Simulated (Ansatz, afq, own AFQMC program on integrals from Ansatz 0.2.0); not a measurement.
SiGeH3⁺, singlet in cc-pVDZ, levels against CCSDTQ

```xyz
5

Si    0.0000    0.0181    1.6516
Ge    0.0000   -0.0284   -0.7002
H     0.0000    1.1857    2.5806
H     0.0000   -1.2094    2.4992
H     0.0000    1.5656   -0.6371
```

Connectivity, by distances: SiH2–GeH.

Basis cc-pVDZ. Only valence electrons are correlated. Integrals, coupled cluster, full CI and functionals: Ansatz 0.2.0; the random walks run on the same integrals in our own AFQMC program. ph-AFQMC/CISD is guided by a CISD state made of CCSD amplitudes; releasing the constraint for a short imaginary time cuts its bias at the price of noise, slowly where states lie close. ± is one standard error of the sampling. No spin–orbit coupling.

Determinant: RHF, the one that the program's search chose, which needn't be the lowest solution. The geometry is a PBE0/def2-TZVP stationary point of this or a neighbouring charge and spin state.

No full CI on the walks' own integrals is used here; CCSDTQ serves as the reference and is uncertain by about the last step of the cluster series.

Cautions: no relativity below Rb; no spin-orbit coupling; inner d shell frozen; higher spins were not checked; restricted determinant unstable towards unrestricted (UHF 142 meV lower, ⟨S²⟩ 0.55); the released energies are still falling, so no released level is given (meV from the phaseless value at times in 1/Eh: -2 ± 3 at 0.24, -3 ± 3 at 0.51, -5 ± 3 at 0.99, -8.1 ± 2.4 at 1.62, -10.1 ± 2.3 at 2.40), though the last usable value meets CCSDTQ within the noise.

```
T1 diagnostic                               : 0.0135
weight of the determinant in the CISD state : 0.868
size of the correlated space                : 10 electrons in 41 orbitals
```

| level | correlation energy (eV) |
| --- | --- |
| MP2 | -4.0648 |
| CCSD | -5.2215 |
| CCSD(T) | -5.3498 |

Estimate where phaseless AFQMC with a CISD trial lies against CCSD(T) on the same integrals.

2.9 ± 0.3 kJ/mol below CCSD(T).

Reference: CCSDTQ, correlation energy -5.388 eV.

```tsv
level	E − E(reference) (kJ/mol)	share of correlation (%)
CCSD(T)	3.7	99.29
CCSDT	0.8	99.85
CCSDT(Q)	0.1	99.98
ph-AFQMC/CISD	0.8 ± 0.3	99.85
```

CCSDT and higher add their correlation energy to the determinant of the CCSD(T) run, since their own runs factorise the integrals more tightly (a shift of under 2 meV). A walk keeps the symmetry of its determinant, which the program's search chose and which needn't be the lowest solution, so a lower state of the same spin and another symmetry isn't excluded.
